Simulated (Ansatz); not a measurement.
Molecule: ethane, C₂H₆, charge 0, multiplicity 1. 
Structure (B3LYP-D3(BJ)/def2-TZVP (Ansatz, an electronic-structure program) minimum search):
SMILES: CC
```xyz
8

C      0.0020    -0.0069     0.7631
C     -0.0020     0.0069    -0.7631
H      0.0089     1.0066     1.1692
H     -0.8808    -0.5139     1.1578
H      0.8809    -0.5241     1.1531
H     -0.0089    -1.0066    -1.1692
H     -0.8809     0.5241    -1.1531
H      0.8808     0.5139    -1.1578
```

Basis-set convergence of Hartree-Fock and CCSD(T) correlation energies (hartree) with Ansatz. Correlated levels leave the core frozen unless marked. Spin-orbit coupling is left out. Non-relativistic.

```tsv
basis	functions	E(HF)	E(corr, CCSD(T))
cc-pVDZ	-	-79.23494	-0.34736
cc-pVTZ	144	(withheld)	(withheld)
```

**Question.** What belongs in the gaps?

**Answer.** 
- cc-pVTZ, E(HF): -79.25979
- cc-pVTZ, E(corr, CCSD(T)): -0.41465
